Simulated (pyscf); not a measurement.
**Hydrogen abstraction: H₃C–CH₂–SiH₃ + methyl (CH₃•) → H₃C–CH₂–SiH₂• + methane (CH₄)**

Gas phase, doublet surface, charge 0. Bonds broken: Si3–H9. Bonds formed: H9–C12. PySCF, gas phase, ωB97X-D3(BJ)/def2-SVP geometries.

Transition state (Å):

```xyz
15

C     -1.6684    -0.0410    -1.3766
C     -1.4745    -0.6057     0.0363
Si    -0.8068     0.6743     1.2558
H     -2.0539    -0.8038    -2.0723
H     -0.7189     0.3357    -1.7917
H     -2.3823     0.7992    -1.3789
H     -0.7733    -1.4584     0.0171
H     -2.4268    -1.0047     0.4279
H      0.5875     1.2432     0.6707
H     -0.5866     0.0672     2.6056
H     -1.7721     1.8106     1.3958
C      1.9190     1.7190    -0.0550
H      2.5056     2.1092     0.7837
H      2.2919     0.7909    -0.5024
H      1.5460     2.4687    -0.7615
```

One imaginary mode, 1033i cm⁻¹; descent along it reached the two sides named.

| bond | change | reactant side (Å) | saddle | product side |
|---|---|---|---|---|
| Si3–H9 | breaks | 1.494 | 1.616 | 3.1 |
| H9–C12 | forms | 3.5 | 1.589 | 1.100 |

Electronic energies relative to the separated reactants (eV):

```tsv
level	barrier	reaction energy	reverse barrier
ωB97X-D3(BJ)/def2-TZVP	0.31	-0.65	0.97
PBE/def2-TZVP	0.10	-0.82	0.92
r²SCAN/def2-TZVP	0.26	-0.66	0.92
B3LYP-D3(BJ)/def2-TZVP	0.24	-0.68	0.92
PBE0-D3(BJ)/def2-TZVP	0.20	-0.74	0.94
M06-2X/def2-TZVP	0.35	-0.77	1.12
ωB97M-D3(BJ)/def2-TZVP	0.36	-0.64	1.01
HF/def2-TZVP	0.94	-0.36	1.30
```

With ωB97M-D3(BJ)/def2-TZVP energies and thermal terms (ideal gas, 1 atm, RRHO with modes under 100 cm⁻¹ raised to 100, one conformer, R ln 2 for rigid chiral ones), in eV:

```tsv
T (K)	ΔH‡	ΔG‡	ΔH	ΔG
298	0.35	0.74	-0.50	-0.48
600	0.37	1.13	-0.53	-0.46
900	0.40	1.50	-0.55	-0.41
1200	0.43	1.86	-0.57	-0.37
```

H₃C–CH₂–SiH₃ lies 0.56 eV over its isomer H₃C–SiH₂–CH₃, and others may lie lower still (electronic energy, ωB97M-D3(BJ)). H₃C–CH₂–SiH₂• lies 0.51 eV over its isomer H₃C–SiH•–CH₃, and others may lie lower still (electronic energy, ωB97M-D3(BJ)). One saddle was located; it need not be the lowest between these sides. The angle at the transferred H is 174°.
